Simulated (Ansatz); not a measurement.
A calculation with Ansatz (development build ahead of 0.2.0).

```yaml
crystal:
  periodic: [false, false, false]
  atoms:
    - { symbol: S, position_ang: [0.0, 0.0, 0.0] }
    - { symbol: H, position_ang: [0.0, 0.0, 2.992] }
    - { symbol: H, position_ang: [0.0, 2.7117, -1.2645] }
basis:
  gaussian: { orbitals: pcseg-2 }
magnetization:
  spin_polarized: true
  initial_magnetization: 2
hamiltonian:
  xc: hf
```

The input is written out in the form of the current development build from the run's settings.

Results

```json
{
  "Converged": "yes",
  "Total energy": "-398.50033 hartree",
  "Spin squared of the determinant": "2.986",
  "Stability test": "minimum"
}
```

Caution: the unrestricted determinant is a mixture of spin states; other spin multiplicities may lie lower.
